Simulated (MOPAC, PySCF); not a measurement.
H2O, SMILES `O`, neutral singlet in the gas phase. 

Cartesian coordinates (Å):
```xyz
3

O      0.0052     0.3988     0.0000
H     -0.7565    -0.1896     0.0000
H      0.7514    -0.2092     0.0000
```
Charge 0, multiplicity 1.

All levels are single points at this geometry (PBE0-D3(BJ)/def2-SVP); Pople sets use spherical d functions. Orbital energies aren't observables, and empty levels follow the basis.

HF/3-21G in PySCF gives HOMO (eV) = -13.07.

Q: Estimate the HOMO (eV) from each of these levels: M06-2X/def2-TZVP in PySCF; B3LYP/3-21G in PySCF; B3LYP/6-311+G** in PySCF; M06-2X/6-31G* in PySCF; HF/6-31G* in PySCF; HF/STO-3G in PySCF; PM3 in MOPAC; PM7 in MOPAC.

A: 
```
level                      HOMO (eV)
-------------------------  ---------
M06-2X/def2-TZVP in PySCF     -10.86
B3LYP/3-21G in PySCF           -7.04
B3LYP/6-311+G** in PySCF       -8.80
M06-2X/6-31G* in PySCF        -10.22
HF/6-31G* in PySCF            -13.55
HF/STO-3G in PySCF            -10.67
PM3 in MOPAC                  -12.34
PM7 in MOPAC                  -12.06
```
